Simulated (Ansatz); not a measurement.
Si₃H₂⁻. The state is a doublet with charge -1. Geometry B3LYP-D4/def2-TZVPD.

```xyz
5

Si   -0.616    1.304    1.724
Si   -0.382   -0.602   -2.134
Si   -0.082    0.065   -0.039
H     0.764    1.181    2.375
H     0.316   -1.948   -1.926
```

At r2SCAN0-D4/def2-TZVPD the charge -1 doublet is spin-contaminated (final ⟨S²⟩ up to 0.85, 0.75 for a pure state). Another isomer (doublet) lies 0.47 eV lower at PBE0-D4/def2-TZVPD; other spin states weren't run for this one.

Question: Estimate the α-spin orbital energies around the gap (eV) in Ansatz with PBE-D4/def2-TZVPD, r2SCAN-D4/def2-TZVPD, r2SCANh-D4/def2-TZVPD, PBE0-D4/def2-TZVPD, r2SCAN0-D4/def2-TZVPD.

Answer: 
```
orbital  PBE-D4/def2-TZVPD  r2SCAN-D4/def2-TZVPD  r2SCANh-D4/def2-TZVPD  PBE0-D4/def2-TZVPD  r2SCAN0-D4/def2-TZVPD
 HOMO−5              -4.95                 -5.30                  -5.78               -6.29                  -6.50
 HOMO−4              -2.74                 -3.03                  -3.44               -3.89                  -4.06
 HOMO−3              -2.24                 -2.49                  -2.87               -3.28                  -3.44
 HOMO−2              -1.05                 -1.27                  -1.61               -1.99                  -2.13
 HOMO−1              -0.72                 -0.90                  -1.18               -1.48                  -1.59
   HOMO              -0.05                 -0.34                  -0.65               -0.88                  -1.12
   LUMO               1.29                  1.28                   1.51                1.86                   1.84
 LUMO+1               2.49                  2.64                   2.89                3.14                   3.26
 LUMO+2               2.93                  3.40                   3.57                3.50                   3.80
 LUMO+3               3.52                  4.04                   4.19                3.95                   4.40
 LUMO+4               3.57                  4.28                   4.34                4.09                   4.43
 LUMO+5               4.15                  4.53                   4.75                4.81                   5.05
 β HOMO              -0.51                 -0.67                  -0.95               -1.25                  -1.39
 β LUMO               0.62                  0.80                   1.07                1.31                   1.46
```
